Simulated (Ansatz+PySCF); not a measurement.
Two shapes of singlet CH₃N.

Shape 1:

```xyz
5

C     0.0000   -0.0442   -0.5818
N     0.0000   -0.0708    0.6821
H     0.0000    0.8839    1.0583
H     0.0000   -0.9953   -1.1394
H     0.0000    0.8722   -1.2028
```

Shape 2:

```xyz
5

C    -0.0029   -0.0458   -0.6317
N     0.0249   -0.0982    0.6485
H     0.0352    0.9194    1.0597
H    -0.0159   -0.9979   -1.1867
H    -0.0394    0.8813   -1.2322
```

Basis set: def2-SVP (spherical functions). Charge 0, multiplicity 1.

Computed with Ansatz (development build ahead of 0.2.0); each method stands on the lowest determinant of its kind that the runs found.

(1) Which shape is lower in energy, and by how much in each method?

Answers

(1)

| method | E(2) − E(1) (eV) |
| --- | --- |
| PBE (restricted) | 0.055 |
| PBE (unrestricted) | 0.055 |
| PBE0 (unrestricted) | 0.103 |
| r²SCAN (unrestricted) | 0.088 |
| ωB97X (restricted) | 0.106 |

Shape 1 is lower.
